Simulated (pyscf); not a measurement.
PySCF, gas phase, ωB97X-D3(BJ)/def2-SVP geometries.

### Question
Estimate by transition-state theory (the high-pressure limit) the rate constant of HO–CH•–CH₂–OH (SMILES O[CH]CO) -> •H₂C–CH=O (SMILES [CH2]C=O) + H₂O (SMILES O) (doublet surface; C–O, H–O broken, H–O formed) at 600 K, with ωB97M-D3(BJ)/def2-TZVP energies (ideal gas, 1 atm, RRHO with modes under 100 cm⁻¹ raised to 100, one conformer, R ln 2 for rigid chiral ones; no tunnelling).

### Answer
The electronic barrier is 28.8 kcal/mol and the thermal terms add -3.5, so ΔG‡ = 25.2 kcal/mol. With k_BT/h = 1.25e+13 s⁻¹ and RT = 1.192 kcal/mol, k = 8.1e+03 s⁻¹, a half-life of 8.6e-05 s through this channel alone. Wigner's tunnelling factor for 1415i cm⁻¹ would be 1.48, likely too low at so high a frequency. A shift of 1 kcal/mol in the barrier changes k by a factor 2.3. On the product side the descent ends in a complex, 6.9 kcal/mol under the separated species and 34.3 kcal/mol under the saddle at ωB97X-D3(BJ)/def2-TZVP. At ωB97X-D3(BJ) the barrier from the zero used here is 30.9 kcal/mol. •H₂C–CH=O lies 6.7 kcal/mol over its isomer H₃C–C•=O, and others may lie lower still (electronic energy, ωB97M-D3(BJ)). This is the saddle that the search found; another between the same sides may lie lower.
